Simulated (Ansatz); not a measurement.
# C₃H₃Cl: taking an electron away

An exercise on one series of results from a longer session: the logs are not shown, and one member is left open.

Method: unrestricted cation, the program's frozen cores in correlated methods; program: Ansatz 0.2.0, Gaussian basis.

Plan: UKS PBE-D4/def2-TZVPP; UKS r2SCAN-D4/def2-TZVPP; UKS PBE0-D4/def2-TZVPP; UKS B3LYP-D4/def2-TZVPP; UKS wB97X-V/def2-TZVPP; UKS wB97M-V/def2-TZVPP; UKS B2PLYP/def2-TZVPP; UHF-CCSD(T)/def2-TZVPP; UHF-MP2/def2-QZVPP; extrapolation to the limit; then −ε(HOMO) from the neutral's earlier runs with LDA (SPW92), PBE-D4, revPBE-D4, BLYP-D4, r2SCAN-D4, B97M-V, PBE0-D4, B3LYP-D4, r2SCANh-D4, r2SCAN0-D4, HSE06-D4, BHLYP-D4, CAM-B3LYP-D4, LC-ωPBE, ωB97X-V, ωB97M-V.

## Structure used throughout

An earlier PBE0-D4 in a triple-zeta def2 set relaxation fixed the geometry.

SMILES `C#CCCl`, 7 atoms, charge 0, spin multiplicity 1.

Atoms are counted from 1 here; the program's logs count them from 0.

Bond lengths: C1–C2 1.199 Å, C1–H5 1.064 Å, C2–C3 1.443 Å, C3–Cl4 1.790 Å, C3–H6 1.090 Å, C3–H7 1.090 Å. Angles: C2–C1–H5 179.8°, C1–C2–C3 179.3°, C2–C3–Cl4 112.2°, C2–C3–H6 111.0°, C2–C3–H7 111.0°, Cl4–C3–H6 106.8°, Cl4–C3–H7 106.8°, H6–C3–H7 108.8°.

The first run:

in.yaml

```yaml
crystal:
  periodic: [false, false, false]
  atoms:
    - {symbol: C, position_ang: [-1.556153, 0.353719, -0.675550]}
    - {symbol: C, position_ang: [-0.459523, 0.152150, -0.234696]}
    - {symbol: C, position_ang: [0.865875, -0.074060, 0.288547]}
    - {symbol: Cl, position_ang: [0.994958, -1.635448, 1.154310]}
    - {symbol: H, position_ang: [-2.531093, 0.529143, -1.065163]}
    - {symbol: H, position_ang: [1.603957, -0.097304, -0.513225]}
    - {symbol: H, position_ang: [1.143280, 0.703702, 1.000077]}
basis:
  gaussian: {orbitals: def2-TZVPP}
total_charge: 1
magnetization: {spin_polarized: true, initial_magnetization: 1}
hamiltonian: {xc: pbe, dispersion: d4}
```

Command:

```bash
ansatz run in.yaml --threads 2 --pin off --events-out ev --progress --plain --max-ram 4352MiB
```

Steps of the session up to this table: Cation, UKS PBE-D4/def2-TZVPP; Cation, UKS r2SCAN-D4/def2-TZVPP; Cation, UKS PBE0-D4/def2-TZVPP; Cation, UKS B3LYP-D4/def2-TZVPP; Cation, UKS wB97X-V/def2-TZVPP; Cation, UKS wB97M-V/def2-TZVPP; Cation, UKS B2PLYP (frozen core)/def2-TZVPP; Cation, UHF-CCSD(T)/def2-TZVPP; Cation, UHF-MP2/def2-QZVPP.

One table of the session follows, with a row left open; its other results are not shown here.

Orbital estimates, from the neutral's runs:

| functional | −ε(HOMO) (eV) |
| --- | --- |
| LDA (SPW92) | 7.01 |
| PBE-D4 | 6.88 |
| revPBE-D4 | 6.82 |
| BLYP-D4 | 6.73 |
| r2SCAN-D4 | 7.13 |
| B97M-V | 7.15 |
| PBE0-D4 | 8.15 |
| B3LYP-D4 | 7.92 |
| r2SCANh-D4 | 7.61 |
| r2SCAN0-D4 | 8.32 |
| HSE06-D4 | 7.75 |
| BHLYP-D4 | 9.28 |
| CAM-B3LYP-D4 | 9.53 |
| LC-ωPBE | ? |
| ωB97X-V | 10.55 |
| ωB97M-V | 10.42 |

Estimate the missing values for LC-ωPBE.

The run gave: −ε(HOMO) (eV): 10.96. In the column «−ε(HOMO) (eV)» it is the highest.
